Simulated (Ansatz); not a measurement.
# AlSiH (singlet): from Hartree-Fock to the top rungs at distance Si1–Al2 = 4.316 Å, cc-pVDZ

An exercise on one series of results from a longer session: the logs are not shown, and one member is left open.

The runs use Ansatz 0.2.0, Gaussian basis; cc-pVDZ, core rule «outside noble gas», up to 10 orbitals frozen.

Plan: UHF; CCSD(T) on RHF; CCSD(T) on UHF; BCCD(T) on RHF; CISD; CCSDT(Q) on RHF; CCSDT(Q) on UHF; CISDTQ; CCSDTQ on RHF; CCSDTQ on UHF; CASSCF and MRCISD+Q, 2 electrons in 2 orbitals; CASSCF and NEVPT2, 2 electrons in 2 orbitals; Full CI.

8 further runs of the same task are left out: 8 for a known fault of the program.

### What is computed

The geometry derives from a PBE0/def2-TZVP stationary point (not a proven minimum). One bond is set to the value named and the two fragments are kept rigid.

3 atoms, charge 0, spin multiplicity 1.

Atoms are counted from 1 here; the program's logs count them from 0.

Bond lengths: Al2–H3 1.595 Å.

The first run:

Input file in.yaml:

```yaml
crystal:
  periodic: [false, false, false]
  atoms:
    - {symbol: Si, position_ang: [0.000000, 0.000000, 3.408935]}
    - {symbol: Al, position_ang: [0.000000, 0.000000, -0.907065]}
    - {symbol: H, position_ang: [0.000000, 0.000000, -2.501871]}
basis:
  gaussian: {orbitals: cc-pVDZ}
magnetization: {spin_polarized: true, initial_magnetization: 0}
hamiltonian: {xc: hf}
output: {orbitals: {seedname: orbitals}}
```

Run with:

```
$ ansatz run in.yaml --threads 1 --pin off --events-out ev --progress --plain --max-ram 3498MiB --backend cpu
```

Among the steps run: UHF; CCSD(T) on RHF; CCSD(T) on UHF; BCCD(T) on RHF; CISD; CCSDT(Q) on RHF; CCSDT(Q) on UHF; CISDTQ; CCSDTQ on RHF; CCSDTQ on UHF; CASSCF and MRCISD+Q, 2 electrons in 2 orbitals; CASSCF and NEVPT2, 2 electrons in 2 orbitals; Full CI.

One of the session's tables, all rows but one given; the rest of the session is left out.

```
       method  from FCI (kcal/mol)
          RHF              +104.74
         RMP2               +37.10
         CISD               +17.30
        RCCSD                +5.33
     RCCSD(T)                +2.71
      BCCD(T)                +2.75
       RCCSDT                +0.18
       CISDTQ                +2.44
    RCCSDT(Q)                +0.12
      RCCSDTQ                +0.01
  CASSCF pair               +92.54
  NEVPT2 pair               +25.38
  MRCISD pair                    ?
MRCISD+Q pair                -1.09
          FCI                    0
```

**Question.** Estimate the row for MRCISD pair.

The run gave: from FCI (kcal/mol): +9.36. In the column «from FCI (kcal/mol)» it lies between RCCSD (+5.33) and CISD (+17.30).

To keep in mind: The report flags that the cluster equations may have other roots. Left out of the table: UHF, UMP2, UCCSD, UCCSD(T), UCCSDT, UCCSDT(Q), UCCSDTQ (another determinant or state than the rows shown). The program flags RCCSDT(Q), RCCSDTQ as in doubt, so those rows may rest on another solution; read them beside their warnings. MRCISD+Q pair falls below full CI: the +Q correction isn't variational, and the cores differ from full CI's.
